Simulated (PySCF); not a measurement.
C2H6B (charge -1).
Atom-mapped SMILES: `[BH3-:1][CH:2]=[CH2:3]` (hydrogens: H4, H5, H6 on B1; H7 on C2; H8, H9 on C3)

Jobs on this species (9 atoms, 24 electrons) with PySCF (density fitting). Hardware of each: one thread, x86-64 server, no GPU, on a shared host. Times come from a shared host and carry two figures at best.

```json
{"level and settings": "PBE0/pcSseg-1", "work": "shieldings, charges and field gradients", "basis functions": "81", "SCF cycles": "?", "wall time": "?"}
{"level and settings": "delta-SCF UKS SCAN, pcX-2 on the ionised atom, pcseg-1 elsewhere, spin-free X2C", "work": "ΔSCF core ionisation, 3 holes", "basis functions": "103", "SCF cycles": "?", "wall time": "?"}
{"level and settings": "B3LYP/pcJ-1", "work": "spin–spin couplings from 9 perturbed nuclei", "basis functions": "141", "SCF cycles": "?", "wall time": "?"}
{"level and settings": "PBE0/pcSseg-2", "work": "shieldings", "basis functions": "192", "SCF cycles": "14", "wall time": "8.0 s"}
{"level and settings": "CAM-B3LYP/def2-SVPD", "work": "10 singlets by full TDDFT, 4 Tamm–Dancoff triplets, polarisability, ΔSCF ions", "basis functions": "108", "SCF cycles": "12", "wall time": "14 s"}
{"level and settings": "PBE0-D3(BJ)/def2-SVP, grid level 1", "work": "geometry optimisation from a GFN2-xTB start", "basis functions": "72", "SCF cycles": "28", "wall time": "4.6 s"}
```

Fill in the missing figures.

- PBE0/pcSseg-1; shieldings, charges and field gradients: 2.9 s, 13 SCF cycles
- delta-SCF UKS SCAN, pcX-2 on the ionised atom, pcseg-1 elsewhere, spin-free X2C; ΔSCF core ionisation, 3 holes: 10 s, 58 SCF cycles
- B3LYP/pcJ-1; spin–spin couplings from 9 perturbed nuclei: 7.3 s, 13 SCF cycles

What do all jobs in the table cost together?

About 47 s; the longest takes about 30 % of that, and about 4.8 times as long as the shortest.
